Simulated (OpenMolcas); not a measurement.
How methods differ on C4H12N+ (tetramethylammonium)

The species is C4H12N+ (17 atoms), meant as a singlet with charge +1. SMILES: `C[N+](C)(C)C`. Geometry: relaxed at PBE0-D4/def2-TZVP.

```xyz
17

C    -0.2341    0.5539   -1.3629
N     0.0000    0.0000    0.0000
C     1.3504    0.4096    0.4773
C    -0.0800   -1.4867   -0.0477
C    -1.0364    0.5233    0.9334
H    -0.1729    1.6399   -1.3185
H     0.5268    0.1657   -2.0378
H    -1.2227    0.2505   -1.7029
H     1.5129   -0.0001    1.4727
H     1.3993    1.4966    0.5097
H     2.1006    0.0238   -0.2108
H     0.0913   -1.8823    0.9519
H     0.6809   -1.8600   -0.7310
H    -1.0691   -1.7766   -0.3981
H    -0.8571    0.1142    1.9261
H    -2.0190    0.2187    0.5774
H    -0.9710    1.6096    0.9612
```

Quantity: the HOMO–LUMO gap, in eV. The values are calculated.

```
                              level             kind     program  value (eV)  CPU time
   PBE/6-31G* (spherical functions)              GGA  OpenMolcas       10.20      90 s
 M06-L/6-31G* (spherical functions)         meta-GGA  OpenMolcas       11.02   2.2 min
  TPSS/6-31G* (spherical functions)         meta-GGA  OpenMolcas       10.80     2 min
r2SCAN/6-31G* (spherical functions)         meta-GGA  OpenMolcas       11.05   2.1 min
 B3LYP/6-31G* (spherical functions)    global hybrid  OpenMolcas       12.29      92 s
 BHLYP/6-31G* (spherical functions)    global hybrid  OpenMolcas       15.23      87 s
M06-2X/6-31G* (spherical functions)  hybrid meta-GGA  OpenMolcas       14.94   1.9 min
 B3LYP/6-31G* (Cartesian functions)    global hybrid  OpenMolcas       12.28      99 s
```

The values span 10.20 to 15.23 eV. Orbital gaps aren't excitation energies; they tend to grow with the share of exact exchange. CPU times are rough (shared hosts, several kinds of processor): they show what a rung costs within a factor of a few.
